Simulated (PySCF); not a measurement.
Molecule: SMILES N#N, N$_{2}$.

Geometry:
| atom | x (Å) | y (Å) | z (Å) |
| --- | --- | --- | --- |
| N1 | 0.571 | -0.057 | 0.007 |
| N2 | -0.527 | -0.033 | -0.001 |

Geometry PBE0-D3(BJ)/def2-SVP throughout; GIAO in PySCF 2.14.0 with density-fitted response routines, gas phase, one conformer, non-relativistic; equivalent atoms averaged; basis pcSseg-2.

Q: How do the shifts δ (against NH3 at the same level) depend on the functional? (ppm; last column core-seconds on shared hosts with different chips, so compare them loosely; the GGAs took longer than the global hybrids here, which isn't the general rule, and the cause wasn't traced)

A: 
```
functional                    kind  N1/N2  core-s
        HF            Hartree–Fock  372.4     0.3
       LDA                     LDA  359.4     0.8
       PBE                     GGA  347.5       1
      BLYP                     GGA  345.6     0.7
      BP86                     GGA  344.7     0.7
      OPBE                     GGA  340.4     0.7
       KT2                     GGA  327.0     0.7
       KT3                     GGA  326.8     0.7
     B97-D                     GGA  337.1     0.8
     B3LYP           global hybrid  353.2     0.6
      PBE0           global hybrid  355.8     0.5
  mPW1PW91           global hybrid  355.7     0.6
      WP04           global hybrid  349.3    0.35
     B97-2           global hybrid  348.2    0.33
 BHandHLYP           global hybrid  362.5    0.32
 CAM-B3LYP  range-separated hybrid  356.9    0.42
   wB97X-D  range-separated hybrid  355.2    0.81
   LC-wPBE  range-separated hybrid  356.7    0.62
```

Q: What range do the values span?

A: N1/N2 (nitrogen bonded to N): from 326.8 ppm with KT3 to 372.4 ppm with HF.
